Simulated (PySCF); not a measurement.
**Name the molecule from its bond curve**

A diatomic of charge -1 contains F. Its singlet curve at RHF-CCSD(T) in a double-zeta basis (no relativity, PySCF), in eV from the separated fragments:

| R (Å) | E (eV) |
| --- | --- |
| 1.346 | -0.243 |
| 1.406 | -0.542 |
| 1.451 | -0.676 |
| 1.496 | -0.751 |
| 1.541 | -0.780 |
| 1.601 | -0.763 |
| 1.675 | -0.678 |
| 1.765 | -0.517 |

The fit gives ωe = 728 cm⁻¹ and the rotational constant Bₑ = 0.8058 cm⁻¹.

Which atom is the partner?

The minimum lies at 1.552 Å, so the reduced mass is 16.8576 u Å² cm⁻¹/(Bₑ·Re²) = 8.685 u. With F at 19.00 u the partner weighs about 16.0 u: O. The molecule is OF⁻.

Correlated steps freeze 2 core orbitals. The CCSD T1 diagnostic is raised, a sign that a single reference may not be enough here.
